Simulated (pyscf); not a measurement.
This saddle point was located with ωB97X-D3(BJ)/def2-SVP in PySCF.

```xyz
6

S      0.3028     1.8450    -0.0027
H      1.2372     0.5142    -0.8255
H      1.1720     1.7589     1.0254
Cl    -1.7637    -0.8734    -0.9302
Ge     0.2296    -0.5838    -0.1770
Cl     0.2423    -1.1825     1.8942
```

Surface: singlet, charge 0. Lowest wavenumbers (cm⁻¹): 1294i, 95, 125, 165, 253.

What reaction is this the transition state of?

`[SH2]` + `[Cl][Ge][Cl]` [singlet] ⇌ `[SH][GeH]([Cl])[Cl]`, an insertion read from left to right: H–S broken and Ge–S, Ge–H formed. At CCSD(T)/def2-TZVPP + ΔMP2(QZVPP) it lies +1.25 eV from the left side and +2.23 eV from the right (each side as separated species at their lowest minima found). On the reactant side the descent ends in a bound adduct (not fully relaxed), 0.52 eV under the separated species and 1.81 eV under the saddle at ωB97X-D3(BJ)/def2-TZVP. This is the saddle that the search found; another between the same sides may lie lower. The CCSD(T) − MP2 part came from Ansatz, without density fitting, on the same reference. The frozen core leaves the outer d or s,p core shells of the metals and heavy elements correlated in the MP2 and CC values, and def2-TZVPP describes them poorly, which can shift differences by a few kcal/mol. Elements up to Kr have no core potential and no relativistic terms here.
